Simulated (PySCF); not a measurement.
SiP⁺: everyday levels beside a composite calculation

PySCF; the state is a triplet (π ↑↑). The composite is CCSD(T) extrapolated to the basis-set limit from two correlation-consistent sets, with core-valence (CV) and scalar-relativistic (SR) terms as its label shows; it has no spin–orbit coupling and nothing beyond (T). Here it is CCSD(T)/CBS(TQ)+CV+SR. It gives Re = 2.205 Å, ωe = 512 cm⁻¹ and De = 2.95 eV to Si⁺ + P.

```json
{"level": "UHF", "basis": "pcseg-1", "relativity": "no relativity", "Re (Å)": "2.210", "ωe (cm⁻¹)": "515", "De (eV)": "1.20"}
{"level": "UHF-MP2", "basis": "pcseg-1", "relativity": "no relativity", "Re (Å)": "2.213", "ωe (cm⁻¹)": "524", "De (eV)": "2.01"}
{"level": "PBE", "basis": "def2-TZVPPD", "relativity": "no relativity", "Re (Å)": "2.248", "ωe (cm⁻¹)": "481", "De (eV)": "3.36"}
{"level": "revPBE", "basis": "def2-TZVPPD", "relativity": "no relativity", "Re (Å)": "2.255", "ωe (cm⁻¹)": "477", "De (eV)": "3.21"}
{"level": "BLYP", "basis": "def2-TZVPPD", "relativity": "no relativity", "Re (Å)": "2.263", "ωe (cm⁻¹)": "461", "De (eV)": "3.23"}
{"level": "BP86", "basis": "def2-SVPD", "relativity": "no relativity", "Re (Å)": "2.269", "ωe (cm⁻¹)": "473", "De (eV)": "3.35"}
{"level": "B3LYP", "basis": "pcseg-1", "relativity": "no relativity", "Re (Å)": "2.251", "ωe (cm⁻¹)": "481", "De (eV)": "2.81"}
{"level": "CAM-B3LYP", "basis": "x2c-SVPall", "relativity": "spin-free X2C", "Re (Å)": "2.219", "ωe (cm⁻¹)": "516", "De (eV)": "2.80"}
{"level": "CAM-B3LYP", "basis": "def2-TZVPPD", "relativity": "no relativity", "Re (Å)": "2.203", "ωe (cm⁻¹)": "521", "De (eV)": "2.98"}
{"level": "B2PLYP", "basis": "x2c-SVPall", "relativity": "spin-free X2C", "Re (Å)": "2.237", "ωe (cm⁻¹)": "497", "De (eV)": "2.69"}
```

Give the difference of each row from the composite.



| level | basis | ΔRe (pm) | Δωe (%) | ΔDe (eV) |
| --- | --- | --- | --- | --- |
| UHF | pcseg-1 | +0.5 | +0.6 | -1.75 |
| UHF-MP2 | pcseg-1 | +0.8 | +2.3 | -0.94 |
| PBE | def2-TZVPPD | +4.3 | -6.1 | +0.41 |
| revPBE | def2-TZVPPD | +5.0 | -6.8 | +0.26 |
| BLYP | def2-TZVPPD | +5.8 | -10.0 | +0.28 |
| BP86 | def2-SVPD | +6.4 | -7.6 | +0.40 |
| B3LYP | pcseg-1 | +4.6 | -6.1 | -0.14 |
| CAM-B3LYP | x2c-SVPall | +1.4 | +0.8 | -0.15 |
| CAM-B3LYP | def2-TZVPPD | -0.2 | +1.8 | +0.03 |
| B2PLYP | x2c-SVPall | +3.2 | -2.9 | -0.26 |

Which rows come closest in De?

CAM-B3LYP in def2-TZVPPD (+0.03 eV), counted from the composite.

Correlated steps freeze 10 core orbitals. Correlated levels converge slowly with the basis: in double zeta they bind strong bonds too weakly, by up to about 1 eV, and carry superposition errors of some tenths. For an ion De counts to the pair picked by the measured ionisation energies or electron affinities, which need not be the lowest pair at this level. B2PLYP dipoles, levels and charges come from its SCF part alone. The state was picked by a PBE0 search and need not be the measured ground state.
